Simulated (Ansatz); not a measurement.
Li₃H₃⁺. Total charge 1; doublet. Geometry PBE0-D4/def2-TZVP, basis def2-TZVP, Ansatz.

```xyz
6

Li    0.3074   -1.1268   -0.6312
Li   -2.2160   -0.8540    0.6176
Li   -0.2987    1.2178    0.4361
H    -0.4591   -0.4928    0.8219
H     1.5050    0.5215   -0.2909
H     1.1615    0.7342   -0.9535
```

```tsv
run	HOMO (eV)	LUMO (eV)
A	-7.19	-6.19
B	-7.21	-5.82
C	-8.10	-5.02
D	-7.74	-5.57
E	-7.00	-6.16
```

In the doublet, H5 and H6 lie 0.78 Å apart (atoms count from 1), so H2 has formed as a molecule. Another isomer (doublet) lies 0.52 eV lower at PBE0-D4/def2-TZVP; other spin states weren't run for this one.

HOMO and LUMO are taken over both spins.

Problem. The runs used BHLYP, BLYP, PBE, PBE0, r2SCAN. Estimate which is which.

Solution. A PBE (0 % exact exchange); B r2SCAN (0 % exact exchange); C BHLYP (50 % exact exchange); D PBE0 (25 % exact exchange); E BLYP (0 % exact exchange). Exact exchange lowers occupied and raises empty levels; among semilocal functionals meta-GGAs tend to open the gap a little, and such runs are hard to tell apart. The gap grows from 0.84 eV (BLYP) to 3.08 eV (BHLYP).
